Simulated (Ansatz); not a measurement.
Two shapes of singlet C3H4.

Shape 1:

```xyz
7

C     0.0041   -0.0461   -0.8360
C     0.0048    0.6182    0.5376
C    -0.0233   -0.6352    0.5402
H     0.9177   -0.0452   -1.4851
H    -0.9363    0.0011   -1.5106
H    -0.0119    1.5460    1.0202
H     0.0123   -1.5700    0.9971
```

Shape 2:

```xyz
7

C     0.0046   -0.0425   -0.7984
C     0.0267    0.6347    0.5115
C    -0.0214   -0.6726    0.5459
H     0.9103   -0.0213   -1.4568
H    -0.9419    0.0135   -1.5459
H     0.0217    1.5631    1.0179
H    -0.0048   -1.5365    1.0000
```

Basis set: 6-31G (spherical functions). Correlated methods keep 3 orbitals frozen. Charge 0, multiplicity 1.

Computed with Ansatz (development build ahead of 0.2.0); each method stands on the lowest determinant of its kind that the runs found.

Q: Which shape is lower in energy, and by how much in each method?

A:

```csv
method,E(2) − E(1) (eV)
RHF,0.292
RHF-MP2,0.223
```

Shape 1 is lower.
